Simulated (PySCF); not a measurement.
# C3H6O (Cyclopropanol): the cost of one run

Computed with PySCF 2.14.0, with density-fitted response routines of our own, on a single molecule in the gas phase. Atoms are numbered from 0 throughout.

## Step 1: The molecule as given

10 atoms, charge 0, multiplicity 1; geometry from: MMFF94s. The atoms were then displaced at random by about 0.03 Å, so the start is not that level's minimum.

Bonds of the start (Å): O0–C1 1.49, C1–C2 1.55, C2–C3 1.61, C3–C1 1.48, O0–H4 0.92, C1–H5 1.08, C2–H6 1.04, C2–H7 1.05, C3–H8 1.01, C3–H9 1.13.

## Step 2: Geometry optimisation at PBE0-D3(BJ)/def2-SVP

Job settings and geometry (Å):

```
{"job": {"xc": "PBE0", "basis": "def2-SVP", "d3": "d3bj", "grid": 1, "shake": 0.03, "kind": "geom"}, "charge": 0, "multiplicity": 1}
O      1.337910    -1.003050    -0.697120
C      0.369870    -0.462310     0.299030
C     -1.092560    -0.250070    -0.160460
C     -0.039720     0.948040     0.093080
H      2.181800    -0.662220    -0.566320
H      0.535860    -0.774560     1.316350
H     -1.789300    -0.449740     0.583820
H     -1.239910    -0.477480    -1.172890
H      0.193200     1.515060    -0.703650
H     -0.332500     1.539590     1.012600
```

Run with:

```
OMP_NUM_THREADS=1 python probes_run.py task.json out
```

The driver reads the jobs from task.json and runs them one after another.

**Question.** How long does this first job take on 1 thread of Arm Neoverse V1, shared host, and how much memory does it need?

About 19 s, with a peak of 0.34 GiB.
